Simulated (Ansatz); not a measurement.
# One structure, 3 elements: Ni3Cl, Pd3Cl, Pt3Cl

Plane-wave DFT in Ansatz with scalar-relativistic PAW potentials, cutoff 420 eV, Γ-centred meshes chosen by cell and gap, Gaussian smearing with energies taken to zero width. Every cell was relaxed (cell and atoms) in a run of its own, within the symmetry of its start. Functional: PBE.

All members share space group Pm-3m and the same sites; only the element on one set of sites changes (Ni, Pd, Pt). Members needn't be the stable form of their composition. Energies over the elements, where given, are against the elements' standard states in the same functional (H₂, N₂, O₂ and halogens uncorrected, Hg as a solid). The first member:

Space group Pm-3m (No. 221). a = 3.682 Å, b = 3.682 Å, c = 3.682 Å, α = 90.00°, β = 90.00°, γ = 90.00°
```csv
atom,site,symmetry,x,y,z
Ni,3c,4/mm.m,0.0000,0.5000,0.5000
Cl,1a,m-3m,0.0000,0.0000,0.0000
```

| compound | V (Å³/atom) | a (Å) | energy over elements (eV/atom) | largest moment (μB) |
| --- | --- | --- | --- | --- |
| Ni3Cl | 12.48 | 3.682 | 0.608 | 0.71 |
| Pt3Cl | 16.41 | 4.034 | 0.768 | no spin |

Problem. Predict the member with Pd.

Solution. V (Å³/atom) 16.49, a (Å) 4.040, energy over elements (eV/atom) 0.399, largest moment (μB) no spin. Interpolating linearly in period between Ni and Pt would give 14.45 Å³/atom (12.4 % too small), with 0.688 eV/atom over the elements. Over the whole series the volume has no steady trend down the group (least for Ni); all are metallic on the mesh; none is bound against its elements in this structure, and Pd comes closest. Pt is no larger than Pd here (16.41 against 16.49 Å³/atom), as one expects from the lanthanide contraction and relativistic shrinking of 6s.

Spin-orbit coupling is left out, which matters for the bands of heavy elements. Moments started parallel, and an antiferromagnetic order may lie lower. Spin polarisation was left out for Pd3Cl, Pt3Cl (a zero moment there is imposed), and a magnetic state may lie lower. Magnetic cells started from one order each; another order can shift an energy by tens of meV per atom.